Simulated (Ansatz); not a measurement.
# H7NSi: the cost of one run

Method: UHF/def2-SVP, in Ansatz 0.2.0.

### Step 1. The system as given

Bond lengths: Si1–H3 1.454 Å, Si1–H4 1.485 Å, Si1–H5 1.454 Å, Si1–N7 2.121 Å, N7–H8 1.011 Å, N7–H9 1.011 Å. Angles: H3–Si1–H4 102.8°, H3–Si1–H5 124.1°, H3–Si1–N7 113.3°, H4–Si1–H5 102.8°, H4–Si1–N7 93.7°, H5–Si1–N7 113.5°, Si1–N7–H8 114.8°, Si1–N7–H9 115.3°, H8–N7–H9 107.6°.

Structure file:

```xyz
9

Si   -0.0093   -0.0496    0.9548
H     1.5386    0.0577   -0.1037
H     0.4785   -1.3432    1.4037
H    -1.4585   -0.1165    1.2709
H     0.3908    1.2200    1.5396
H     1.0005    0.0764   -0.9265
N    -0.3293    0.0457   -1.1393
H    -0.8228    0.8694   -1.4563
H    -0.7885   -0.7599   -1.5431
```

### Step 2. Run 1

150 steps of 0.5 fs at constant energy, with velocities drawn for 1000 K.

Contents of input.yaml:

```yaml
crystal:
  periodic: [false, false, false]
  atoms:
    - { symbol: Si, position_ang: [-0.0093, -0.0496, 0.9548] }
    - { symbol: H, position_ang: [1.5386, 0.0577, -0.1037] }
    - { symbol: H, position_ang: [0.4785, -1.3432, 1.4037] }
    - { symbol: H, position_ang: [-1.4585, -0.1165, 1.2709] }
    - { symbol: H, position_ang: [0.3908, 1.22, 1.5396] }
    - { symbol: H, position_ang: [1.0005, 0.0764, -0.9265] }
    - { symbol: "N", position_ang: [-0.3293, 0.0457, -1.1393] }
    - { symbol: H, position_ang: [-0.8228, 0.8694, -1.4563] }
    - { symbol: H, position_ang: [-0.7885, -0.7599, -1.5431] }
magnetization:
  spin_polarized: true
basis:
  gaussian: { orbitals: def2-SVP }
hamiltonian:
  xc: hf
md:
  timestep: 0.5
  n_steps: 150
  ensemble: nve
  temperature: 1000.0
  initial_velocities: maxwell_boltzmann
  seed: 491172
```

Command:

```bash
$ ansatz run input.yaml --threads 1 --pin off --max-ram 2048MiB --backend cpu --events-out ev --progress --plain --runs-dir out
```

Q: Estimate wall time and peak memory on 1 thread of Arm Neoverse V1, shared host.

About 1.7 min, with a peak of 0.12 GiB.
